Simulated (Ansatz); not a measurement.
Compare A (`C/C=C(\O)C=O`) with its isomer B (`CC1(C=O)CO1`).

Program: Ansatz. Geometries: PBE0-D4/def2-TZVP. ΔE: electronic, gas phase. CCSD(T)/CBS adds triple-zeta CCSD(T) − MP2 to the extrapolated MP2 energy (def2 sets, frozen cores). Functionals use def2-TZVPP. B3LYP here is the variant with VWN-RPA as its local correlation; programs differ in this. One conformer a species, not always the lowest.

**Question.** Which is lower in electronic energy at CCSD(T)/CBS, and by how much? (Estimate.)

**Answer.** The calculation gave: A, by 52.7 kJ/mol.

**Question.** Give E(B) − E(A) in kJ/mol with CCSD/def2-TZVPP, MP2/def2-TZVPP, HF/def2-TZVPP, ωB97M-V, B2PLYP, B3LYP, CCSD(T)/def2-TZVPP. (An estimate is asked.)

**Answer.** Ansatz gave: CCSD/def2-TZVPP 47.9, MP2/def2-TZVPP 44.8, HF/def2-TZVPP 54.6, ωB97M-V 49.2, B2PLYP 58.7, B3LYP 66.3, CCSD(T)/def2-TZVPP 50.0. None reverses the order clearly.

Largest T1 diagnostic: 0.015.

In def2-TZVPP, CCSD(T) changes the Hartree–Fock value by −4.7 kJ/mol (the triples alone add +2.1 kJ/mol) and MP2 by −9.8 kJ/mol. From PBE to PBE0 (25 % exact exchange), in def2-TZVPP and without D4, E(B) − E(A) moves by −7.0 kJ/mol.
